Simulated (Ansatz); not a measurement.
# Relaxing a trial structure of BH2Si

The starting geometry of this gas-phase doublet was optimised with GFN2-xTB; its bonds are those of `B=[SiH]`.

```json
{"atom": "B", "x (Å)": "1.1612", "y (Å)": "0.1582", "z (Å)": "-0.7486"}
{"atom": "Si", "x (Å)": "-0.4599", "y (Å)": "0.4711", "z (Å)": "-0.0882"}
{"atom": "H", "x (Å)": "-1.9059", "y (Å)": "0.4300", "z (Å)": "0.0847"}
{"atom": "H", "x (Å)": "2.3073", "y (Å)": "0.3149", "z (Å)": "-0.7262"}
```

Predict what it relaxes into with r2SCAN-D4/def2-TZVP.

A new bond forms, giving a structure with H3 bridging B1 and Si2, given below by its coordinates. Distances that change by over a tenth: Si2–H3 (1.46 → 1.75 Å). Contacts that close: B1–H3 (3.19 → 1.33 Å).

The energy falls by 1.17 eV over 18 steps:

```json
{"step": "1", "E − E(last) (eV)": "1.169"}
{"step": "3", "E − E(last) (eV)": "0.811"}
{"step": "5", "E − E(last) (eV)": "0.630"}
{"step": "7", "E − E(last) (eV)": "0.602"}
{"step": "9", "E − E(last) (eV)": "0.578"}
{"step": "10", "E − E(last) (eV)": "0.537"}
{"step": "12", "E − E(last) (eV)": "0.236"}
{"step": "14", "E − E(last) (eV)": "0.018"}
{"step": "16", "E − E(last) (eV)": "0.000"}
{"step": "18", "E − E(last) (eV)": "0.000"}
```

Final geometry (Å):

```xyz
4

B     0.7047    0.3728   -0.3990
Si   -0.5954    1.0719    0.7124
H    -0.5444    0.0054   -0.6797
H     1.5379   -0.0759   -1.1120
```

Frequencies at the end are all real (lowest 515 cm⁻¹). Open shells are spin-unrestricted. Run with Ansatz 0.2.0, 2.5 min on 1 thread of Intel(R) Xeon(R) Processor @ 2.50GHz (Skylake/Cascade Lake), on a shared host.
